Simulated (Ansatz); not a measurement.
**AlH₂O (sextet): wave-function methods side by side, def2-TZVPP**

The task here is to estimate one member of a computed series from the others.

Program: Ansatz 0.2.0, Gaussian basis. Level of theory: def2-TZVPP, core rule «outside noble gas», up to 6 orbitals frozen. These are calculated values, not measurements.

Plan: UHF; ROHF; CCSD(T) on UHF.

**The system**

The geometry is a PBE0/def2-TZVP stationary point (not a proven minimum) of the parent state, kept for this charge and spin.

4 atoms, charge 0, spin multiplicity 6.

Atoms are counted from 1 here; the program's logs count them from 0.

Bond lengths: Al1–O2 1.747 Å, Al1–H3 1.777 Å, Al1–H4 1.777 Å. Angles: O2–Al1–H3 65.9°, O2–Al1–H4 65.9°, H3–Al1–H4 131.8°.

Set-up of the first run:

in.yaml reads:

```yaml
crystal:
  periodic: [false, false, false]
  atoms:
    - {symbol: Al, position_ang: [0.000000, 0.000000, 0.653528]}
    - {symbol: O, position_ang: [0.000000, 0.000000, -1.093006]}
    - {symbol: H, position_ang: [0.000000, -1.622098, -0.072304]}
    - {symbol: H, position_ang: [0.000000, 1.622098, -0.072304]}
basis:
  gaussian: {orbitals: def2-TZVPP}
magnetization: {spin_polarized: true, initial_magnetization: 5}
hamiltonian: {xc: hf}
output: {orbitals: {seedname: orbitals}}
```

The run is started by

```bash
$ ansatz run in.yaml --threads 1 --pin off --events-out ev --progress --plain --max-ram 4096MiB --backend cpu
```

Steps of the session up to this table: UHF; ROHF; CCSD(T) on UHF.

One of the session's tables, all rows but one given; the rest of the session is left out.

It belongs to the step «Misses and costs». 

| method | from UCCSD(T) (kJ/mol) |
| --- | --- |
| ROHF | +722.2 |
| UHF | ? |
| UMP2 | +87.6 |
| UCCSD | +25.4 |
| UCCSD(T) | 0 |

**Question.** Estimate the row for UHF.

**Answer.** from UCCSD(T) (kJ/mol): +688.3. In the column «from UCCSD(T) (kJ/mol)» it lies between UMP2 (+87.6) and ROHF (+722.2).
